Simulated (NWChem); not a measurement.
System: C2H3F; SMILES FC=C

Here is an NWChem input.

```
start job
memory heap 200 mb stack 900 mb global 1100 mb
geometry units angstroms noautoz
  C     -0.236674     1.168760     0.000000
  C      0.424893     0.019725     0.000000
  F     -0.184020    -1.161365     0.000000
  H     -1.328429     1.191023     0.000000
  H      0.316275     2.108353     0.000000
  H      1.515840    -0.075106     0.000000
end
basis spherical
  * library 6-31g*
end
dft
  xc b3lyp
  iterations 150
  mulliken
end
task dft energy
```

Parts of the log:

```
             Northwest Computational Chemistry Package (NWChem) 7.3.0
             --------------------------------------------------------

 CS  symmetry detected

                             Geometry "geometry" -> ""
                             -------------------------

 Output coordinates in angstroms (scale by  1.889725989 to convert to a.u.)

  No.       Tag          Charge          X              Y              Z
 ---- ---------------- ---------- -------------- -------------- --------------
    1 C                    6.0000    -0.22780870     1.17436602     0.00000000
    2 C                    6.0000     0.42600919     0.02090406     0.00000000
    3 F                    9.0000    -0.19083991    -1.15606061     0.00000000
    4 H                    1.0000    -1.31938911     1.20397709     0.00000000
    5 H                    1.0000     0.33145215     2.11021585     0.00000000
    6 H                    1.0000     1.51629317    -0.08126793     0.00000000

 Effective nuclear repulsion energy (a.u.)      67.6384134860

      Symmetry information
      --------------------

 Group name             Cs
 Group number              2
 Group order               2
 No. of unique centers     6

                                 NWChem DFT Module
                                 -----------------

 Summary of "ao basis" -> "ao basis" (spherical)
 ------------------------------------------------------------------------------
       Tag                 Description            Shells   Functions and Types
 ---------------- ------------------------------  ------  ---------------------
 C                           6-31g*                  6       14   3s2p1d
 F                           6-31g*                  6       14   3s2p1d
 H                           6-31g*                  2        2   2s

      Symmetry analysis of basis
      --------------------------

        a'         36
        a"         12

            General Information
            -------------------
          SCF calculation type: DFT
          Wavefunction type:  closed shell.
          No. of atoms     :     6
          No. of electrons :    24
           Alpha electrons :    12
            Beta electrons :    12
          Charge           :     0
          Spin multiplicity:     1
          Use of symmetry is: on ; symmetry adaption is: on
          Maximum number of iterations: 150
          AO basis - number of functions:    48
                     number of shells:    24
          Convergence on energy requested:  1.00D-06
          Convergence on density requested:  1.00D-05
          Convergence on gradient requested:  5.00D-04

              XC Information
              --------------
                         B3LYP Method XC Potential
                     Hartree-Fock (Exact) Exchange  0.200
                        Slater Exchange Functional  0.800 local
                    Becke 1988 Exchange Functional  0.720 non-local
              Lee-Yang-Parr Correlation Functional  0.810
                  VWN I RPA Correlation Functional  0.190 local

             Grid Information
             ----------------
          Grid used for XC integration:  medium
          Radial quadrature: Mura-Knowles
          Angular quadrature: Lebedev.
          Tag              B.-S. Rad. Rad. Pts. Rad. Cut. Ang. Pts.
          ---              ---------- --------- --------- ---------
          C                   0.70       49           7.0       434
          F                   0.50       49           9.0       434
          H                   0.35       45           8.0       434
          Grid pruning is: on
          Number of quadrature shells:   282
          Spatial weights used:  Erf1

      Superposition of Atomic Density Guess
      -------------------------------------

 Sum of atomic energies:        -176.18753794

      Non-variational initial energy
      ------------------------------

 Total energy =    -177.472367
 1-e energy   =    -375.492464
 2-e energy   =     130.381683
 HOMO         =      -0.286445
 LUMO         =       0.065286

      Symmetry analysis of molecular orbitals - initial
      -------------------------------------------------

  Numbering of irreducible representations:

     1 a'          2 a"

  Orbital symmetries:

     1 a'          2 a'          3 a'          4 a'          5 a'
     6 a'          7 a'          8 a"          9 a'         10 a'
    11 a'         12 a"         13 a"         14 a'         15 a'
    16 a'         17 a'         18 a'         19 a'         20 a"
    21 a'         22 a'

     ---------------------------------------------
      Total Density - Mulliken Population Analysis
     ---------------------------------------------

    Atom       Charge   Shell Charges
 -----------   ------   -------------------------------------------------------
    1 C    6     6.69   2.00  0.74  2.06  0.63  1.24  0.03
    2 C    6     5.52   2.00  0.70  1.60  0.49  0.66  0.07
    3 F    9     9.43   2.00  0.94  3.39  1.00  2.09  0.01
    4 H    1     0.77   0.46  0.31
    5 H    1     0.76   0.45  0.30
    6 H    1     0.83   0.47  0.35

   convergence    iter        energy       DeltaE   RMS-Dens  Diis-err
 ---------------- ----- ----------------- --------- --------- ---------
 d= 0,ls=0.0,diis     1   -177.7642268827 -2.45D+02  1.61D-02  4.48D-01
 d= 0,ls=0.0,diis     2   -177.7526314608  1.16D-02  9.05D-03  6.21D-01
 d= 0,ls=0.0,diis     3   -177.8132747922 -6.06D-02  2.57D-03  2.77D-02
 d= 0,ls=0.0,diis     4   -177.8160239590 -2.75D-03  1.03D-03  4.56D-03
 d= 0,ls=0.0,diis     5   -177.8165858352 -5.62D-04  2.25D-04  3.54D-04
  Resetting Diis
 d= 0,ls=0.0,diis     6   -177.8166156785 -2.98D-05  5.48D-05  1.06D-05
 d= 0,ls=0.0,diis     7   -177.8166169822 -1.30D-06  1.20D-05  2.11D-07
 d= 0,ls=0.0,diis     8   -177.8166169885 -6.27D-09  5.65D-06  1.62D-07

         Total DFT energy =     -177.816616988451
      One electron energy =     -377.451652228765
           Coulomb energy =      154.419936524663
    Exchange-Corr. energy =      -22.423314770353
 Nuclear repulsion energy =       67.638413486004

 Numeric. integr. density =       24.000000743634

                  Occupations of the irreducible representations
                  ----------------------------------------------

                     irrep           alpha         beta
                     --------     --------     --------
                     a'               10.0         10.0
                     a"                2.0          2.0

                       DFT Final Molecular Orbital Analysis
                       ------------------------------------

 Vector   10  Occ=2.000000D+00  E=-4.062884D-01  Symmetry=a'
              MO Center= -2.3D-01,  1.0D+00, -9.3D-16, r^2= 2.1D+00
   Bfn.  Coefficient  Atom+Function         Bfn.  Coefficient  Atom+Function
  ----- ------------  ---------------      ----- ------------  ---------------
     3      0.340021  1 C  px                32      0.250512  3 F  py
    45      0.241837  5 H  s                  4      0.229101  1 C  py
    43     -0.220998  4 H  s                 46      0.220187  5 H  s
    44     -0.184929  4 H  s                 36      0.170055  3 F  py
     7      0.112171  1 C  px                31     -0.096395  3 F  px

 Vector   11  Occ=2.000000D+00  E=-3.653778D-01  Symmetry=a'
              MO Center=  1.5D-01, -4.5D-01, -4.9D-16, r^2= 1.8D+00
   Bfn.  Coefficient  Atom+Function         Bfn.  Coefficient  Atom+Function
  ----- ------------  ---------------      ----- ------------  ---------------
    31      0.476995  3 F  px                35      0.332257  3 F  px
    17     -0.256885  2 C  px                48     -0.244228  6 H  s
    47     -0.209227  6 H  s                 32     -0.199014  3 F  py
     6      0.197926  1 C  s                  4     -0.178077  1 C  py
     3      0.160545  1 C  px                36     -0.135909  3 F  py

 Vector   12  Occ=2.000000D+00  E=-2.581802D-01  Symmetry=a"
              MO Center=  5.7D-03,  4.7D-01, -1.3D-15, r^2= 1.6D+00
   Bfn.  Coefficient  Atom+Function         Bfn.  Coefficient  Atom+Function
  ----- ------------  ---------------      ----- ------------  ---------------
     5      0.413110  1 C  pz                19      0.363368  2 C  pz
     9      0.316945  1 C  pz                33     -0.287183  3 F  pz
    37     -0.227231  3 F  pz                23      0.208295  2 C  pz
    25      0.026293  2 C  d -1

 Vector   13  Occ=0.000000D+00  E= 2.408542D-02  Symmetry=a"
              MO Center=  1.1D-01,  5.3D-01,  1.3D-15, r^2= 1.9D+00
   Bfn.  Coefficient  Atom+Function         Bfn.  Coefficient  Atom+Function
  ----- ------------  ---------------      ----- ------------  ---------------
     9      0.616540  1 C  pz                23     -0.610618  2 C  pz
    19     -0.485278  2 C  pz                 5      0.398661  1 C  pz
    37      0.197532  3 F  pz                33      0.193018  3 F  pz

 Vector   14  Occ=0.000000D+00  E= 1.154225D-01  Symmetry=a'
              MO Center=  7.3D-01,  7.9D-01, -4.0D-15, r^2= 3.6D+00
   Bfn.  Coefficient  Atom+Function         Bfn.  Coefficient  Atom+Function
  ----- ------------  ---------------      ----- ------------  ---------------
    48      1.246933  6 H  s                 46      1.171736  5 H  s
    20     -0.890323  2 C  s                  8     -0.595456  1 C  py
    21     -0.563335  2 C  px                44     -0.494318  4 H  s
    17     -0.339148  2 C  px                 7     -0.314152  1 C  px
    22     -0.304686  2 C  py                34     -0.240495  3 F  s

 Vector   15  Occ=0.000000D+00  E= 1.326943D-01  Symmetry=a'
              MO Center= -7.8D-01,  1.2D+00,  5.1D-16, r^2= 3.2D+00
   Bfn.  Coefficient  Atom+Function         Bfn.  Coefficient  Atom+Function
  ----- ------------  ---------------      ----- ------------  ---------------
     6      1.835952  1 C  s                 44     -1.672749  4 H  s
    46     -0.818559  5 H  s                  7     -0.608230  1 C  px
    22     -0.361090  2 C  py                20      0.356686  2 C  s
     8      0.344491  1 C  py                48     -0.259728  6 H  s
    34     -0.251574  3 F  s                  3     -0.189507  1 C  px

     ---------------------------------------------
      Total Density - Mulliken Population Analysis
     ---------------------------------------------

    Atom       Charge   Shell Charges
 -----------   ------   -------------------------------------------------------
    1 C    6     6.38   2.00  0.68  2.08  0.58  1.02  0.03
    2 C    6     5.78   2.00  0.69  1.96  0.42  0.63  0.07
    3 F    9     9.28   2.00  0.94  3.32  1.02  1.99  0.02
    4 H    1     0.84   0.52  0.32
    5 H    1     0.85   0.52  0.32
    6 H    1     0.87   0.53  0.33

     -------------------------------------------
      Total Density - Lowdin Population Analysis
     -------------------------------------------

    Atom       Charge   Shell Charges
 -----------   ------   -------------------------------------------------------
    1 C    6     6.33   1.99  0.55  1.89  0.45  1.39  0.06
    2 C    6     5.99   1.99  0.54  1.76  0.41  1.13  0.17
    3 F    9     9.10   1.99  0.92  3.19  0.81  2.15  0.04
    4 H    1     0.86   0.48  0.37
    5 H    1     0.85   0.48  0.37
    6 H    1     0.88   0.50  0.38

     Multipole analysis of the density
     ---------------------------------

     L   x y z        total         alpha         beta         nuclear
     -   - - -        -----         -----         ----         -------
     0   0 0 0     -0.000000    -12.000000    -12.000000     24.000000

     1   1 0 0      0.265130      0.132565      0.132565     -0.000000
     1   0 1 0      0.364485      0.182242      0.182242     -0.000000
     1   0 0 1     -0.000000     -0.000000     -0.000000      0.000000

     2   2 0 0    -11.308385    -16.149293    -16.149293     20.990201
     2   1 1 0     -0.307491      0.879105      0.879105     -2.065700
     2   1 0 1     -0.000000     -0.000000     -0.000000      0.000000
     2   0 2 0    -12.752196    -53.183639    -53.183639     93.615082
     2   0 1 1      0.000000      0.000000      0.000000      0.000000
     2   0 0 2    -13.731104     -6.865552     -6.865552      0.000000
```

Level: B3LYP/6-31G* (spherical d). Structure relaxed at the PBE0/def2-SVP level.
